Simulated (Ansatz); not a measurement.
`COC(O)Cl`. Total charge 0; spin multiplicity 1.

Cartesian coordinates in Å:
```
C 0.435 1.097 0.722
O 0.392 0.470 -0.547
C 0.000 -0.847 -0.475
O -1.327 -1.012 -0.180
Cl 0.410 -1.562 -2.071
H 1.147 0.590 1.384
H -0.550 1.109 1.197
H 0.771 2.118 0.551
H 0.563 -1.409 0.275
H -1.842 -0.554 -0.855
```

(1) List the harmonic frequencies (cm⁻¹, unscaled) at PBE0-D4/def2-TZVP in Ansatz. (Best estimate.)

(2) Is this a minimum?

(3) Give the ideal-gas thermochemistry at 298.15 K and 1 bar (rigid rotor, harmonic oscillator; point group C1, symmetry number 1).

(4) And at 400, 500, 600, 800 and 1000 K?

Results:

(1) Computed: 104, 173, 270, 327, 377, 464, 597, 801, 992, 1115, 1148, 1175, 1217, 1260, 1337, 1421, 1473, 1482, 1504, 3025, 3088, 3098, 3163, 3810.

(2) Yes, all 24 modes are real.

(3) Zero-point energy 199.9 kJ/mol; H(298) − E = 218.1 kJ/mol; entropy 324.7 J/(mol·K), of which translation 165.8, rotation 110.6, vibration 48.2; G(298) − E = 121.3 kJ/mol.

(4) 
| T (K) | H − E (kJ/mol) | S (J/mol/K) | G − E (kJ/mol) |
| --- | --- | --- | --- |
| 400 | 228.3 | 353.9 | 86.7 |
| 500 | 240.0 | 380.1 | 50.0 |
| 600 | 253.3 | 404.2 | 10.8 |
| 800 | 283.4 | 447.4 | -74.5 |
| 1000 | 317.2 | 485.0 | -167.8 |
